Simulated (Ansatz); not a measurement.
Energy needed to pull apart Al2NH5 (SMILES [NH2][AlH][AlH2]), singlet, into free ground-state atoms, from the structure below (displaced at random from a GFN2-xTB minimum); no zero-point or spin–orbit terms; open-shell atoms are treated unrestricted, in their ground-state multiplicity.

```xyz
8
angstrom
N -1.4321 1.2067 -1.0118
Al -0.1569 0.3227 -0.1127
Al 1.0489 -1.6773 0.7599
H -2.2865 0.8974 -1.4680
H -1.3406 2.1908 -1.1676
H 0.9412 1.1579 0.7332
H 2.1260 -0.8331 1.5456
H 1.0969 -3.2886 0.7871
```

Ansatz 0.2.0; basis: def2-TZVPP; cores frozen in the correlated methods.

| method | atomization energy (kcal/mol) |
| --- | --- |
| PBE-D4 | 504.7 |
| BLYP-D4 | 503.7 |
| r2SCAN-D4 | 504.6 |
| PBE0-D4 | 498.4 |
| LC-wPBE | 502.5 |
| wB97M-V | ? |
| HF | 356.8 |
| MP2 | 490.1 |
| CCSD | ? |
| CCSD(T) | 492.3 |

**Question.** What does CCSD give? (To be estimated.)

**Answer.** By the calculation: 486.3 kcal/mol, which is about 5.9 kcal/mol less than CCSD(T)/def2-TZVPP.

**Question.** What does wB97M-V give? (An estimate is asked for; the value comes from the calculation.)

**Answer.** Computed: 507.2 kcal/mol, which is about 14.9 kcal/mol more than CCSD(T)/def2-TZVPP.

In triple zeta the MP2 and coupled-cluster atomization energies are still short of their basis limit by a few kcal/mol a bond, whereas those of the functionals are nearly converged, so these differences are not deviations from converged CCSD(T).

The T1 diagnostic stays at or below 0.013.

For scale, one of the runs: CCSD(T)/def2-TZVPP forces, 185 basis functions (an equivalent command: `ansatz run in.yaml --threads 4`). The run took 64 s on 4 CPU threads (shared host), with 3.4 GiB of host memory at its peak.
